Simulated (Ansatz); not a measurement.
# BHO (SMILES B=O): single points off equilibrium

How do the functionals fare away from a minimum? The structure is a structure displaced at random from a GFN2-xTB minimum.

Method: single points in def2-TZVPP; program: Ansatz 0.2.0, Gaussian basis.

Cores are frozen in the correlated methods.

## (1) Starting geometry

SMILES `B=O`, 3 atoms, charge 0, spin multiplicity 1.

Atoms are counted from 1 here; the program's logs count them from 0.

Bond lengths: B1–O2 1.218 Å, B1–H3 1.203 Å. Angles: O2–B1–H3 170.2°.

Geometry (Å):

```xyz
3

B    -0.0411    0.0079    0.0307
O     0.9521    0.4976    0.5378
H    -0.9018   -0.5075   -0.6329
```

## (2) CCSD(T)/def2-TZVPP

Input file run/in.yaml:

```yaml
crystal:
  periodic: [false, false, false]
  atoms:
    - {symbol: B, position_ang: [-0.041100, 0.007900, 0.030700]}
    - {symbol: O, position_ang: [0.952100, 0.497600, 0.537800]}
    - {symbol: H, position_ang: [-0.901800, -0.507500, -0.632900]}
basis:
  gaussian: {orbitals: def2-TZVPP}
correlation: {method: ccsd_t}
output: {forces: true}
```

No record of the launch command was kept for these runs.

## (3) PBE0-D4/def2-TZVPP

run/in.yaml: that of step 2 with these lines changed.

```diff
@@ -8,3 +8,3 @@
   gaussian: {orbitals: def2-TZVPP}
-correlation: {method: ccsd_t}
-output: {forces: true}
+hamiltonian: {xc: pbe0, dispersion: d4}
+output: {forces: true, orbitals: {seedname: orbitals}}
```

## (4) wB97M-V/def2-TZVPP

run/in.yaml: that of step 3 with these lines changed.

```diff
@@ -8,3 +8,3 @@
   gaussian: {orbitals: def2-TZVPP}
-hamiltonian: {xc: pbe0, dispersion: d4}
-output: {forces: true, orbitals: {seedname: orbitals}}
+hamiltonian: {xc: {name: wB97M-V}}
+output: {forces: true}
```

## (5) r2SCAN-D4/def2-TZVPP

run/in.yaml: that of step 4 with these lines changed.

```diff
@@ -8,3 +8,3 @@
   gaussian: {orbitals: def2-TZVPP}
-hamiltonian: {xc: {name: wB97M-V}}
+hamiltonian: {xc: r2scan, dispersion: d4}
 output: {forces: true}
```

## (6) PBE-D4/def2-TZVPP

run/in.yaml: that of step 5 with these lines changed.

```diff
@@ -8,3 +8,3 @@
   gaussian: {orbitals: def2-TZVPP}
-hamiltonian: {xc: r2scan, dispersion: d4}
+hamiltonian: {xc: pbe, dispersion: d4}
 output: {forces: true}
```

## (7) BLYP-D4/def2-TZVPP

run/in.yaml: that of step 6 with these lines changed.

```diff
@@ -8,3 +8,3 @@
   gaussian: {orbitals: def2-TZVPP}
-hamiltonian: {xc: pbe, dispersion: d4}
+hamiltonian: {xc: {name: BLYP}, dispersion: d4}
 output: {forces: true}
```

## (8) wB97X-V/def2-TZVPP

run/in.yaml: that of step 7 with these lines changed.

```diff
@@ -8,3 +8,3 @@
   gaussian: {orbitals: def2-TZVPP}
-hamiltonian: {xc: {name: BLYP}, dispersion: d4}
+hamiltonian: {xc: {name: wB97X-V}}
 output: {forces: true}
```

(Steps that only read results are left out.)

What does the calculation give? Wanted: energy less free atoms, CCSD(T)/def2-TZVPP; RMS force component; RMS force error; HOMO and LUMO, PBE0-D4; T1 diagnostic.

The runs gave:

```
                                  quantity                                                                                           value
energy less free atoms, CCSD(T)/def2-TZVPP                                                                                 -300.9 kcal/mol
                       RMS force component                                                            0.383 to 0.768 eV/Å over the methods
                           RMS force error  PBE0-D4 0.484, wB97M-V 0.435, r2SCAN-D4 0.284, PBE-D4 0.084, BLYP-D4 0.043, wB97X-V 0.404 eV/Å
                    HOMO and LUMO, PBE0-D4                                                                             -10.31 and -0.34 eV
                             T1 diagnostic                                                                                           0.021
```

What this shows: Against CCSD(T) the functionals' energies less atoms differ by -18.5 to -6.2 kcal/mol, PBE-D4 by -18.5 kcal/mol. A larger basis would deepen the CCSD(T) value, while the functionals are nearly converged already, so the order here is not reliable. On forces the order runs from BLYP-D4 to PBE0-D4. Frozen-core CCSD(T) forces in triple zeta carry basis errors of their own, and this is one geometry, so small gaps rank nothing.
